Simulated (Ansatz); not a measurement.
AlH4N, SMILES `[NH2][AlH2]`, relaxed with RKS PBE-D4/def2-SVP in the Gaussian-basis code of Ansatz from a rough embedded geometry. The force threshold is 0.03 eV/Å; the program also tests the step.

Charge 0, multiplicity 1.

Start:

```xyz
6

N     0.570   -0.256   -0.985
Al   -0.323    0.449    0.597
H     1.267   -0.851   -0.678
H    -0.153   -0.777   -1.468
H     0.529    1.252    1.702
H    -1.890    0.184    0.831
```

(1) By how much does the energy fall, and how many steps does the optimiser take? (Estimate.)

(2) Which bonds change most? (An estimate is asked.)

(3) Give the relaxed structure. (Best estimate.)

Answers

(1) Ansatz gave: 13.62 kcal/mol, in 5 steps.

(2) The calculation gave: N1–Al2 from 1.949 to 1.785 Å; N1–H3 from 0.966 to 1.023 Å; Al2–H5 from 1.610 to 1.598 Å; N1–H4 from 1.014 to 1.023 Å.

(3) Ansatz gave: 
```xyz
6

N     0.405   -0.451   -0.721
Al   -0.361    0.404    0.646
H     1.412   -0.518   -0.887
H    -0.100   -0.950   -1.458
H     0.601    1.119    1.702
H    -1.957    0.395    0.717
```
